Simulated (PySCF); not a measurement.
**Bond curve of BCl**

Set-up: B def2-SVP, Cl def2-SVP; no relativity (PySCF 2.14). Energies in eV from B + Cl in their ground configurations at the same level. State: ¹Σ⁺ (singlet), closed shell.

Curves on a restricted Hartree–Fock reference rise too fast on stretching and do not dissociate correctly.

```csv
R (Å),RHF-MP2,r²SCAN0,PBE0,RHF-CCSD
1.480,-4.256,-4.193,-4.353,
1.549,-4.823,-4.763,-4.926,-4.501
1.618,-5.120,-5.072,-5.239,-4.822
1.669,-5.214,-5.179,-5.349,-4.932
1.721,-5.226,-5.207,-5.380,-4.959
1.773,-5.175,-5.174,-5.351,-4.923
1.841,-5.035,-5.062,-5.242,-4.801
1.927,-4.783,-4.846,-5.030,-4.570
2.031,-4.413,-4.519,-4.708,-4.222
2.168,-3.870,-4.028,-4.221,
```

Q: Put a parabola through the three lowest points of the RHF-MP2 curve and estimate Re, k and ωe (reduced mass 8.373 u; 1 eV/Å² = 0.16022 mdyn/Å; ωe = 1302.8·√(k/μ) cm⁻¹).

A: Through R = 1.669, 1.721, 1.773 Å the second-order coefficient is 11.6 eV/Å², so Re ≈ 1.705 Å, k ≈ 3.73 mdyn/Å and ωe ≈ 870 cm⁻¹. A polynomial fit of higher order to the unrounded RHF-MP2 energies gives Re = 1.703 Å, k = 4.13 mdyn/Å, ωe = 915 cm⁻¹; anharmonicity and rounding make the difference.

The higher-order fit for each curve: RHF-MP2: Re = 1.703 Å, ωe = 915 cm⁻¹, De = 5.23 eV; r²SCAN0: Re = 1.717 Å, ωe = 866 cm⁻¹, De = 5.21 eV; PBE0: Re = 1.719 Å, ωe = 860 cm⁻¹, De = 5.38 eV; RHF-CCSD: Re = 1.715 Å, ωe = 893 cm⁻¹, De = 4.96 eV.

Correlated steps freeze 6 core orbitals. Correlated levels converge slowly with the basis: in double zeta they bind strong bonds too weakly, by up to about 1 eV, and carry superposition errors of some tenths. Where the molecule has an RHF reference, its open-shell atoms are computed with UHF.
